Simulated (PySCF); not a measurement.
Compound: metal hydrosulfide, HLiS.
SMILES: `[Li][SH]`

Method: PBE0-D3(BJ)/def2-TZVP geometry optimisation, gas phase (PySCF).

Masses are those of the commonest isotopes; rigid-rotor values at the optimised geometry. 

Question: What are A, B and C (GHz)?

Answer: Ia = 1.73, Ib = 26.61, Ic = 28.34 u·Å²; 505379 MHz·u·Å²/I gives 291550, 18995 and 17833 MHz, that is A = 291.55, B = 18.995, C = 17.833 GHz.

Question: Classify the top.

Answer: A near-prolate asymmetric top: κ = (2 × 18995 − 291550 − 17833)/(291550 − 17833) = -0.99.

Question: Where do the levels up to J = 2 lie, in cm⁻¹?

Answer: Above 0(0,0):
J = 1: 1(0,1) 1.2284, 1(1,1) 10.3199, 1(1,0) 10.3587
J = 2: 2(0,2) 3.6852, 2(1,2) 12.7380, 2(1,1) 12.8543, 2(2,1) 40.1287, 2(2,0) 40.1288
Those of J = 1 are B + C, A + C and A + B.

Question: Predict some low-J microwave lines.

Answer: The dipole components are |μa| = 6.89 D, |μb| = 0.72 D, |μc| = 0.00 D; the mirror of this Cs structure is the ab plane, so μc vanishes by symmetry and there are no c-type lines. Intensities carry the squares of the components, which stand as 1.00 : 0.01 (a : b). Some lines, for components of 0.1 D or more:

| type | branch | J(Ka,Kc) | MHz | lower level (cm⁻¹) |
| --- | --- | --- | --- | --- |
| a | Q | 3(1,2) ← 3(1,3) | 6971 | 16.365 |
| a | R | 1(0,1) ← 0(0,0) | 36827 | 0.000 |
| a | R | 3(0,3) ← 2(0,2) | 110467 | 3.685 |
| a | R | 4(0,4) ← 3(0,3) | 147273 | 7.370 |
| b | Q | 4(1,3) ← 4(0,4) | 278991 | 12.282 |
| b | R | 3(1,3) ← 2(0,2) | 380135 | 3.685 |
| b | R | 4(1,4) ← 3(0,3) | 414646 | 7.370 |
| b | Q | 4(2,2) ← 4(1,3) | 813663 | 21.589 |
| b | R | 4(2,2) ← 3(1,3) | 970260 | 16.365 |
| b | R | 4(3,2) ← 3(2,1) | 1512983 | 43.815 |
| b | Q | 4(4,0) ← 4(3,1) | 1911949 | 94.282 |

Question: Estimate the classical rotational partition function at 100 K.

Answer: Point group Cs, symmetry number σ = 1; q = (√π/σ)·√((kT/h)³/(ABC)), k/h = 20836.6 MHz/K: 536 at 100 K.

No frequency check. Constants of a rigid frame at the computed geometry: no zero-point averaging, no centrifugal distortion. Quadrupole hyperfine structure (7Li) is left out.

On one thread of an Arm Neoverse N1 (shared host), this took 6.6 s of wall time and 0.28 GiB of memory at its peak. This is the geometry optimisation.
